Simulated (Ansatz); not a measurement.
Geometry optimisation, UKS BHLYP/cc-pVDZ (Ansatz).

Input:

```yaml
crystal:
  periodic: [false, false, false]
  atoms:
    - { symbol: Al, position_ang: [-0.010531, 0.0, -0.082609] }
    - { symbol: Cl, position_ang: [-0.046042, 0.0, 2.109736] }
    - { symbol: H, position_ang: [1.326357, 0.0, -0.880413] }
    - { symbol: Cl, position_ang: [-1.849326, 0.0, -1.094781] }
    - { symbol: H, position_ang: [-0.000658, 0.0, 4.683067] }
magnetization:
  spin_polarized: true
  initial_magnetization: 1
basis:
  gaussian: { orbitals: cc-pVDZ }
hamiltonian:
  xc: { name: BHLYP }
relax:
  f_tol: 0.03
  max_steps: 50
```

Command:

```bash
$ ansatz run input.yaml --threads 2 --pin off --max-ram 3072MiB --backend cpu --events-out ev --progress --plain --runs-dir out
```

Q: Where does it end, and by what steps?

A: The run converged. The force dipped under the threshold on the way, but the program's further checks kept it going. After 7 steps the energy has fallen by 0.097 eV; H5 moved furthest, 0.65 Å.

| step | energy less start (eV) | largest force component (eV/Å) | accepted |
| --- | --- | --- | --- |
| 0 | 0.0000 | 1.304 | yes |
| 1 | -0.0579 | 0.418 | yes |
| 2 | -0.0792 | 0.099 | yes |
| 3 | -0.0912 | 0.035 | yes |
| 4 | -0.0950 | 0.016 | yes |
| 5 | -0.0963 | 0.014 | yes |
| 6 | -0.0968 | 0.021 | yes |
| 7 | -0.0968 | 0.020 | yes |

```xyz
5
Properties=species:S:1:pos:R:3
Al -0.016 0.000 -0.227
Cl -0.046 0.000 1.881
H 1.329 0.000 -1.008
Cl -1.867 0.000 -1.240
H 0.020 0.000 5.329
```

Run time: 15 s on 2 threads of Arm Neoverse V1, with other jobs on the host, peak memory 0.17 GiB.
